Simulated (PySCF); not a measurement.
Sulfur: a sound run and one with changed settings

Sound run: S [Ne] 3s2 3p4, S⁺ [Ne] 3s2 3p3. Computed with PySCF 2.14 in cc-pVDZ-DK (4s3p1d, 18 functions), with scalar relativity by spin-free X2C-1e. In the sound run the correlated levels freeze [Ne]. The sound run starts from symmetry-adapted Hartree-Fock orbitals and uses a fine grid where one is needed.

Changed run: all electrons correlated in a basis built for the valence shell.

| species | method | sound run (hartree) | changed run (hartree) | converged |
| --- | --- | --- | --- | --- |
| S | MP2 | -398.66051 | -398.66650 | yes |
| S | CCSD(T) | -398.68040 | -398.68593 | yes |
| S⁺ | MP2 | -398.30715 | -398.31297 | yes |
| S⁺ | CCSD(T) | -398.32647 | -398.33191 | yes |

Ionisation energy of S:

```csv
method,sound run (eV),changed run (eV)
UHF,9.180,9.180
MP2,9.615,9.620
SCS-MP2,9.644,9.649
CCSD,9.625,9.627
CCSD(T),9.631,9.633
```

A valence basis has no tight correlating functions, so it recovers only part of the core correlation, and not evenly between atom and ion.

For comparison, NIST gives 10.360 eV between the lowest levels.
